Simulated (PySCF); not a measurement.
Series CXY, Y = H, computed as singlets and as triplets. Gas-phase values, no solvent. One relaxed conformer stands for each flexible species; it need not be the lowest. Strings in code marks are SMILES.

Level of theory: PySCF 2.14.0 with PBE0-D3(BJ)/def2-TZVP. 

```
species                                                                                                                   dipole moment (D)  highest occupied spin orbital (eV)
------------------------------------------------------------------------------------------------------------------------  -----------------  ----------------------------------
X = H, multiplicity 3 (`[CH2]` (lower triplet))                                                                                        0.64                               -7.17
X = amino, multiplicity 3 (`[CH]N` (excited triplet))                                                                                  1.58                               -5.72
X = cyano, multiplicity 3 (`[CH]C#N` (lower triplet))                                                                                   [?]                               -8.07
X = formyl, multiplicity 1 (`[CH]C=O` (singlet; the order of the spin states depends on the level; H–C–C–O torsion 83°))                  –                                   –
```

Fill in the missing entries.


- X = cyano, multiplicity 3 (`[CH]C#N` (lower triplet)), dipole moment (D): 3.16
